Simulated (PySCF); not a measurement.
# Working with the constants of PN

RHF-CCSD(T) constants of PN, ¹Σ⁺ (singlet), closed shell (PySCF, no relativity, basis sets P def2-TZVPPD, N def2-TZVPPD; masses 30.9738 and 14.0031 u):

| Property | Result |
| --- | --- |
| ωe | 1323.4 cm⁻¹ |
| ωexe | 6.54 cm⁻¹ |
| Be | 0.77522 cm⁻¹ |
| αe | 0.00533 cm⁻¹ |
| D (centrifugal) | 1.06e-06 cm⁻¹ |
| De to P + N | 5.87 eV |

Q: Give the band origin of the fundamental and the first lines of its P and R branches.

A: ν0 = ωe − 2ωexe = 1310.3 cm⁻¹, B0 = 0.77255, B1 = 0.76723 cm⁻¹.

| J″ | P(J″) − ν0 | R(J″) − ν0 |
| --- | --- | --- |
| 0 |  | 1.534 |
| 1 | -1.545 | 3.058 |
| 2 | -3.101 | 4.571 |
| 3 | -4.667 | 6.074 |
| 4 | -6.244 | 7.565 |
| 5 | -7.832 | 9.046 |
| 6 | -9.430 | 10.516 |

Q: Near which J would the R branch turn back, without centrifugal distortion?

A: At J ≈ (B0 + B1)/(2(B0 − B1)) − 1 ≈ 140.

Measured values (Huber and Herzberg, Constants of Diatomic Molecules (1979)): ωe = 1337.24 cm⁻¹, ωexe = 6.983 cm⁻¹, Be = 0.7864854 cm⁻¹, αe = 0.0055364 cm⁻¹.

Correlated steps freeze 6 core orbitals. Where the molecule has an RHF reference, its open-shell atoms are computed with UHF.
